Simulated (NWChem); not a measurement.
# Correlation energy of B (-1)

```
B
```
Charge -1, spin multiplicity 3.

All runs are NWChem calculations.

Basis set: aug-cc-pVDZ. Each correlation energy counts from its own Hartree-Fock reference.

| method | correlation energy (mHa) |
|---|---|
| CCSD[T] on UHF | -77.9 |
| CCSD(T) on ROHF | -80.7 |
| UMP2 | -53.4 |
| CCSD on ROHF | -77.7 |
| CCSD on UHF | -75.3 |
| CCSD[T] on ROHF | -80.8 |
| CCSDT on ROHF | -81.3 |
| SCS-UMP2 | -53.6 |
| CCSD(T) on UHF | -77.8 |

The values span 27.9 mHa, from CCSDT on ROHF (lowest) to UMP2 (highest). 

The correlated methods keep 1 core orbital frozen. No SCF solution was tested for a lower state. Open-shell Hartree-Fock references start from PBE0 orbitals. Coupled-cluster values serve here as a point of comparison, not as the truth.
